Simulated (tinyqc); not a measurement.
Inside a calculation. Method: Hueckel theory of the pi electrons, for the molecule [CH2]C([CH2])=CC=O (SMILES; centres numbered as the heavy atoms are written). Computed by tinyqc, a small Python program that keeps every step. Settings: charge = 0. Command: `OMP_NUM_THREADS=1 python tinyqc.py 29071 29072 out.jsonl` (the two numbers bound the seeds that draw the settings). One thread of a shared host (Intel(R) Xeon(R) Processor @ 2.60GHz), about 0.01 s of CPU time with the checks.

## The Hueckel matrix

Centres:
```
centre  z_r, pi electrons of the neutral centre       h
1C                                            1  0.0000
2C                                            1  0.0000
3C                                            1  0.0000
4C                                            1  0.0000
5C                                            1  0.0000
6O                                            1  1.0500
```

Bonds:
```
i  j  k
1  2  1
2  3  1
2  4  1
4  5  1
5  6  1
```

H_rr = alpha + h_r beta, H_rs = k_rs beta for bonded centres.

Hueckel matrix in units of beta (H = alpha + beta A), order 1C, 2C, 3C, 4C, 5C, 6O:
$$\begin{pmatrix}
0.0000 & 1.0000 & 0.0000 & 0.0000 & 0.0000 & 0.0000 \\
1.0000 & 0.0000 & 1.0000 & 1.0000 & 0.0000 & 0.0000 \\
0.0000 & 1.0000 & 0.0000 & 0.0000 & 0.0000 & 0.0000 \\
0.0000 & 1.0000 & 0.0000 & 0.0000 & 1.0000 & 0.0000 \\
0.0000 & 0.0000 & 0.0000 & 1.0000 & 0.0000 & 1.0000 \\
0.0000 & 0.0000 & 0.0000 & 0.0000 & 1.0000 & 1.0500
\end{pmatrix}$$

## Orbitals

pi electrons, sum of z_r less the charge = 6

Diagonalise; E = alpha + x beta with beta < 0, so the largest x are filled first; degenerate levels share their electrons. P = sum n_i c_ri c_si; each orbital has its largest coefficient positive (the first on a tie).

x values: [2.0117, 1.5515, 0.3601, 0.0000, -0.9946, -1.8787]

occupations: [2.0000, 2.0000, 2.0000, 0.0000, 0.0000, 0.0000]

coefficients, order 1C, 2C, 3C, 4C, 5C, 6O:
$$\begin{pmatrix}
0.2266 & -0.3374 & -0.3344 & 0.7071 & 0.3339 & -0.3338 \\
0.4559 & -0.5235 & -0.1204 & 0.0000 & -0.3321 & 0.6271 \\
0.2266 & -0.3374 & -0.3344 & -0.7071 & 0.3339 & -0.3338 \\
0.4639 & -0.1374 & 0.6255 & 0.0000 & -0.3376 & -0.5106 \\
0.4773 & 0.3104 & 0.3457 & 0.0000 & 0.6678 & 0.3321 \\
0.4963 & 0.6189 & -0.5010 & 0.0000 & -0.3266 & -0.1134
\end{pmatrix}$$

charge and bond-order matrix P, order 1C, 2C, 3C, 4C, 5C, 6O:
$$\begin{pmatrix}
0.5541 & 0.6405 & 0.5541 & -0.1154 & -0.2243 & 0.1424 \\
0.6405 & 0.9928 & 0.6405 & 0.4162 & 0.0270 & -0.0747 \\
0.5541 & 0.6405 & 0.5541 & -0.1154 & -0.2243 & 0.1424 \\
-0.1154 & 0.4162 & -0.1154 & 1.2507 & 0.7901 & -0.3363 \\
-0.2243 & 0.0270 & -0.2243 & 0.7901 & 0.8873 & 0.5116 \\
0.1424 & -0.0747 & 0.1424 & -0.3363 & 0.5116 & 1.7609
\end{pmatrix}$$

## Energy, charges, bond orders

E = sum n x; q_r = z_r - P_rr; bond order p = P_rs; free valence = sqrt(3) - sum of p over the bonds of the atom.

pi energy = 6 alpha + this times beta = 7.8466

pi charges: 1C 0.4459, 2C 0.0072, 3C 0.4459, 4C -0.2507, 5C 0.1127, 6O -0.7609

Bond orders and lengths from R = 1.517 - 0.180 p (angstrom, C-C alone):
```
bond       p       R
1-2   0.6405  1.4017
2-3   0.6405  1.4017
2-4   0.4162  1.4421
4-5   0.7901  1.3748
5-6   0.5116       -
```

free valence of the carbons: 1C 1.0916, 2C 0.0349, 3C 1.0916, 4C 0.5258, 5C 0.4304

gap between the highest filled and the next level = 0.3601 |beta|
